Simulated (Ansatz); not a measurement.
Zinc-blende BeSe, treated with HSE06-D3(BJ) in Ansatz (PAW).

Run with plane-wave cutoff 460 eV, 8×8×8 k mesh, Fermi–Dirac smearing 0.01 eV, scalar-relativistic PAW data made under PBE.

Computed points:

```csv
V (Å³/atom),E − E_lowest (meV/atom),P (GPa)
15.467,14.41,5.45
15.874,4.02,2.78
16.281,0.00,0.42
16.688,1.65,-1.68
16.948,5.37,-2.89
```

Task: Estimate the bulk modulus from the pressures at 15.874 and 16.688 Å³/atom, and compare it with a fit to all energies.

Result: B = −V dP/dV. Between V = 15.874 and 16.688 Å³/atom, dP/dV = (-1.68 − (2.78))/(16.688 − 15.874) = -5.48 GPa per Å³/atom; at the midpoint 16.281 Å³/atom this gives B ≈ 89.2 GPa. The third-order Birch–Murnaghan fit gives V0 = 16.359 Å³/atom, B0 = 87.4 GPa, B′ = 3.8, which lies 2 % below that estimate.

Measured, for comparison: bulk modulus 92.2 GPa (temperature not stated, not corrected to a static lattice; as tabulated in Inakpenu et al., APS March Meeting 2017, C27.9); equilibrium volume per atom 16.96 Å³/atom (temperature not stated, not corrected to a static lattice; as tabulated in Bernardini et al. (2000), arXiv:cond-mat/0007180). Computed (rounded) less measured: bulk modulus -5 %, equilibrium volume per atom -3.5 %.

Computed values are for the static lattice.

Ansatz is an electronic-structure program.
